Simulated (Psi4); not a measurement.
**BH2OF (SMILES OBF) at 3 levels**

Aim: a comparison of 3 runs (UMVS/6-311+G**, MP2.5/def2-SVP) of BH2OF. 

The calculation is run with Psi4 1.11.

4 further runs of the same task are left out: 4 set aside as unsound or not needed.

## (1) The structure to begin with

BH2OF has 5 atoms, charge 0, and is taken as a singlet. As SMILES, `OBF`. The shape is that of a PBE0-D4/def2-TZVP optimisation. This is one conformer, not always the lowest.

Bond lengths: O1–B2 1.344 Å, B2–F3 1.332 Å, O1–H4 0.963 Å, B2–H5 1.192 Å. Angles: O1–B2–F3 120.3°, O1–B2–H5 120.1°, F3–B2–H5 119.6°, B2–O1–H4 113.4°.

## (2) A single-point energy at UMVS/6-311+G(d,p) (DKH3, density fitting) (run 1)

The input, calc.dat:

```
memory 1600 mb

molecule {
  0 1
  O
  B 1 r2
  F 2 r3 1 a3
  H 1 r4 2 a4 3 d4
  H 2 r5 3 a5 1 d5

  r2 = 1.344288
  r3 = 1.331961
  a3 = 120.28336
  r4 = 0.963013
  a4 = 113.43681
  d4 = -0.0002
  r5 = 1.191804
  a5 = 119.60234
  d5 = 179.99974
  units angstrom
}

set {
  basis 6-311+G**
  reference uks
  scf_type df
  relativistic dkh
  dkh_order 3
}

energy("mvs")
print_variables()
```

Run with:

```bash
$ psi4 -n 1 calc.dat calc.out
```

calc.out:

```text
[...]
  Running in c1 symmetry.
[...]
  Nuclear repulsion =   64.275802927813416
[...]
  Multiplicity = 1
[...]
  Nalpha       = 12
  Nbeta        = 12
[...]
    Number of basis functions: 78
[...]
   @DF-UKS iter   1:  -201.14522222172712   -4.72385e-01   9.16284e-03 ADIIS/DIIS
[...]
   @DF-UKS iter   8:  -201.32193461697139   -3.93304e-08   4.78279e-07 DIIS
[...]
   @S^2 Observed:                2.842170943E-14
[...]
    Orbital Energies [Eh]
    ---------------------
    Alpha Occupied:
       1A    -24.519832     2A    -19.017553     3A     -6.723327
       4A     -1.208113     5A     -1.044550     6A     -0.568356
       7A     -0.514984     8A     -0.454217     9A     -0.435199
      10A     -0.362363    11A     -0.348708    12A     -0.344860
    Alpha Virtual:
      13A      0.002301    14A      0.022553    15A      0.066301
      16A      0.082594    17A      0.090482    18A      0.139678
      19A      0.171137    20A      0.210837    21A      0.229821
      22A      0.244768    23A      0.254463    24A      0.284119
      25A      0.305180    26A      0.332412    27A      0.357754
[...]
  @DF-UKS Final Energy:  -201.32193461697139
   => Energetics <=
    Nuclear Repulsion Energy =             64.2758029278134160
    One-Electron Energy =                -404.9186743216862396
    Two-Electron Energy =                 163.1996668623839639
    DFT Exchange-Correlation Energy =     -23.8787300854825091
    Empirical Dispersion Energy =           0.0000000000000000
    VV10 Nonlocal Energy =                  0.0000000000000000
    Total Energy =                       -201.3219346169713901
[...]
 Multipole Moments:
 ------------------------------------------------------------------------------------
     Multipole            Electronic (a.u.)      Nuclear  (a.u.)        Total (a.u.)
 ------------------------------------------------------------------------------------
 L = 1.  Multiply by 2.5417464519 to convert [e a0] to [Debye]
 Dipole X            :          0.0000050           -0.0000015            0.0000034
 Dipole Y            :         -1.5114592            1.2154087           -0.2960505
 Dipole Z            :          1.3710136           -1.7023763           -0.3313627
 Magnitude           :                                                    0.4443503
[...]
```

Wall time 5.7 s (1 thread of Intel Xeon 6975P-C (Granite Rapids), shared host); peak memory 0.77 GiB.

## (3) A single-point energy at UMVS/6-311+G(d,p) (density fitting) (run 2)

The input, input.json:

```json
{
  "schema_name": "qcschema_input",
  "schema_version": 1,
  "molecule": {
    "schema_name": "qcschema_molecule",
    "schema_version": 2,
    "symbols": ["O", "B", "F", "H", "H"],
    "geometry": [-1.8243416, 0.29744289, 0.29649803, 0.68975004, -0.05706973, 0.38002392, 1.96380339, -0.61170435, -1.71870591, -2.52694177, 0.10847028, -1.37156322, 1.79202728, 0.12358809, 2.33570149],
    "molecular_charge": 0,
    "molecular_multiplicity": 1
  },
  "driver": "energy",
  "model": {
    "method": "mvs",
    "basis": "6-311+G**"
  },
  "keywords": {
    "reference": "uks",
    "scf_type": "df"
  }
}
```

Run with:

```bash
$ psi4 --qcschema input.json -n 1 --memory 1600MB
```

stdout:

```text
[...]
  Running in c1 symmetry.
[...]
  Nuclear repulsion =   64.275791425546529
[...]
  Multiplicity = 1
[...]
  Nalpha       = 12
  Nbeta        = 12
[...]
    Number of basis functions: 78
[...]
   @DF-UKS iter   1:  -201.01054023661587   -4.71024e-01   9.05297e-03 ADIIS/DIIS
[...]
   @DF-UKS iter   8:  -201.18429001288078   -3.87400e-08   4.67080e-07 DIIS
[...]
   @S^2 Observed:                1.598721155E-14
[...]
    Orbital Energies [Eh]
    ---------------------
    Alpha Occupied:
       1A    -24.502817     2A    -19.009784     3A     -6.722938
       4A     -1.205752     5A     -1.043310     6A     -0.568533
       7A     -0.515159     8A     -0.454501     9A     -0.435572
      10A     -0.362449    11A     -0.349001    12A     -0.345053
    Alpha Virtual:
      13A      0.002178    14A      0.022661    15A      0.066410
      16A      0.082581    17A      0.090499    18A      0.139741
      19A      0.171307    20A      0.210880    21A      0.229916
      22A      0.244794    23A      0.254688    24A      0.284223
      25A      0.305251    26A      0.332506    27A      0.357850
[...]
  @DF-UKS Final Energy:  -201.18429001288078
   => Energetics <=
    Nuclear Repulsion Energy =             64.2757914255465295
    One-Electron Energy =                -404.7200534616559935
    Two-Electron Energy =                 163.1026132309326613
    DFT Exchange-Correlation Energy =     -23.8426412077039664
    Empirical Dispersion Energy =           0.0000000000000000
    VV10 Nonlocal Energy =                  0.0000000000000000
    Total Energy =                       -201.1842900128807798
[...]
 Multipole Moments:
 ------------------------------------------------------------------------------------
     Multipole            Electronic (a.u.)      Nuclear  (a.u.)        Total (a.u.)
 ------------------------------------------------------------------------------------
 L = 1.  Multiply by 2.5417464519 to convert [e a0] to [Debye]
 Dipole X            :          1.3687687           -1.6947879           -0.3260192
 Dipole Y            :         -0.4538604            0.4486607           -0.0051998
 Dipole Z            :         -1.4439536            1.1409218           -0.3030317
 Magnitude           :                                                    0.4451335
[...]
```

The result, in JSON:

```text
{
 "driver": "energy",
 "model": {
  "method": "mvs",
  "basis": "6-311+G**"
 },
 "success": true,
 "return_result": -201.18429001288078,
 "properties": {
  "calcinfo_nbasis": 78,
  "calcinfo_nmo": 78,
  "calcinfo_nalpha": 12,
  "calcinfo_nbeta": 12,
  "calcinfo_natom": 5,
  "nuclear_repulsion_energy": 64.27579142554653,
  "return_energy": -201.18429001288078,
  "scf_one_electron_energy": -404.720053461656,
  "scf_two_electron_energy": 163.10261323093266,
  "scf_xc_energy": -23.842641207703966,
  "scf_dipole_moment": [-0.3260192199668239, -0.00519975922107907, -0.30303173211723444],
  "scf_total_energy": -201.18429001288078,
  "scf_iterations": 8
 }
}
```

It took 5.7 s on 1 thread of Intel Xeon 6975P-C (Granite Rapids), shared host; peak memory 0.77 GiB.

## (4) Energy and forces at MP2.5/def2-SVP (run 3)

The input, job.json:

```json
{
  "schema_name": "qcschema_input",
  "schema_version": 1,
  "molecule": {
    "schema_name": "qcschema_molecule",
    "schema_version": 2,
    "symbols": ["O", "B", "F", "H", "H"],
    "geometry": [-1.8243416, 0.29744289, 0.29649803, 0.68975004, -0.05706973, 0.38002392, 1.96380339, -0.61170435, -1.71870591, -2.52694177, 0.10847028, -1.37156322, 1.79202728, 0.12358809, 2.33570149],
    "molecular_charge": 0,
    "molecular_multiplicity": 1
  },
  "driver": "gradient",
  "model": {
    "method": "mp2.5",
    "basis": "def2-SVP"
  },
  "keywords": {
    "scf_type": "pk",
    "mp_type": "conv"
  }
}
```

Run with:

```bash
$ psi4 --qcschema job.json -n 1 --memory 1600MB
```

stdout:

```text
[...]
  Running in c1 symmetry.
[...]
  Nuclear repulsion =   64.275791425546529
[...]
  Multiplicity = 1
[...]
  Nalpha       = 12
  Nbeta        = 12
[...]
    Number of basis functions: 52
[...]
   @RHF iter   1:  -200.03323059971581   -8.57294e-01   8.40864e-03 DIIS/ADIIS
[...]
   @RHF iter  14:  -200.10775196527362   -5.68434e-14   7.23743e-11 DIIS
[...]
    Orbital Energies [Eh]
    ---------------------
    Doubly Occupied:
       1A    -26.292958     2A    -20.585098     3A     -7.689060
       4A     -1.589512     5A     -1.369419     6A     -0.795334
       7A     -0.756214     8A     -0.708296     9A     -0.681241
      10A     -0.582273    11A     -0.550663    12A     -0.533858
[...]
  @RHF Final Energy:  -200.10775196527362
   => Energetics <=
    Nuclear Repulsion Energy =             64.2757914255465295
    One-Electron Energy =                -404.4992339308603277
    Two-Electron Energy =                 140.1156905400401911
    Total Energy =                       -200.1077519652736214
[...]
 Multipole Moments:
 ------------------------------------------------------------------------------------
     Multipole            Electronic (a.u.)      Nuclear  (a.u.)        Total (a.u.)
 ------------------------------------------------------------------------------------
 L = 1.  Multiply by 2.5417464519 to convert [e a0] to [Debye]
 Dipole X            :          1.3724362           -1.6947879           -0.3223517
 Dipole Y            :         -0.4503946            0.4486607           -0.0017339
 Dipole Z            :         -1.4210937            1.1409218           -0.2801719
 Magnitude           :                                                    0.4270947
[...]
	SCS-MP2 Total Energy (a.u.)        :  -200.55803843588976
	SOS-MP2 Total Energy (a.u.)        :  -200.55161482709531
	SCSN-MP2 Total Energy (a.u.)       :  -200.32194522820203
[...]
	SOS-PI-MP2 Total Energy (a.u.)     :  -200.58575812415850
[...]
	MP2 Total Energy (a.u.)            :  -200.57088565347865
[...]
```

The result, in JSON:

```text
{
 "driver": "gradient",
 "model": {
  "method": "mp2.5",
  "basis": "def2-SVP"
 },
 "success": true,
 "return_result": [0.0014317436822022245, -0.0006201789819584302, -0.0023396940648439113, 0.0020752764492302234, -8.092174282925413e-05, 0.0012749980362949387, -0.0016117137258326864, 0.0006482904856288663, 0.0023513801567354164, -0.0014822288055007515, 0.00031532187393013, 0.0005576182791111606, -0.0004130776003091752, -0.0002625116334183386, -0.001844302407573828],
 "properties": {
  "calcinfo_nbasis": 52,
  "calcinfo_nmo": 52,
  "calcinfo_nalpha": 12,
  "calcinfo_nbeta": 12,
  "calcinfo_natom": 5,
  "nuclear_repulsion_energy": 64.27579142554653,
  "return_energy": -200.57454745729066,
  "return_gradient": [0.0014317436822022245, -0.0006201789819584302, -0.0023396940648439113, 0.0020752764492302234, -8.092174282925413e-05, 0.0012749980362949387, -0.0016117137258326864, 0.0006482904856288663, 0.0023513801567354164, -0.0014822288055007515, 0.00031532187393013, 0.0005576182791111606, -0.0004130776003091752, -0.0002625116334183386, -0.001844302407573828],
  "scf_one_electron_energy": -404.4992339308603,
  "scf_two_electron_energy": 140.1156905400402,
  "scf_dipole_moment": [-0.32235167607321213, -0.001733941479097112, -0.2801718834541016],
  "scf_total_energy": -200.10775196527362,
  "scf_iterations": 14,
  "mp2_same_spin_correlation_energy": -0.12170071757295926,
  "mp2_opposite_spin_correlation_energy": -0.34143297063206657,
  "mp2_singles_energy": 0.0,
  "mp2_doubles_energy": -0.4631336882050259,
  "mp2_correlation_energy": -0.4631336882050334,
  "mp2_total_energy": -200.57088565347865
 }
}
```

Wall time 2 s (1 thread of Intel Xeon 6975P-C (Granite Rapids), shared host); peak memory 0.27 GiB.

## (5) The series

```
run                                   level      task  integrals  energy (Eh)  dipole moment (D)  HOMO energy (eV)  LUMO energy (eV)  wall time
  1  UMVS/6-311+G** (DKH3, density fitting)    energy         df  -201.321935               1.13             -9.38              0.06      5.7 s
  2        UMVS/6-311+G** (density fitting)    energy         df  -201.184290               1.13             -9.39              0.06      5.7 s
  3                          MP2.5/def2-SVP  gradient         pk  -200.574547                  –            -14.53              4.39        2 s
```

## (6) Outcome

```
                                    quantity          value
                         run 3: total energy  -200.57455 Eh
  run 3: HOMO energy (Hartree–Fock orbitals)      -14.53 eV
  run 3: LUMO energy (Hartree–Fock orbitals)        4.39 eV
run 3: HOMO–LUMO gap (Hartree–Fock orbitals)       18.92 eV
                   run 3: correlation energy     -466.8 mEh
             run 3: largest force on an atom     0.150 eV/Å
```

All runs together took 13 s, the longest 5.7 s.
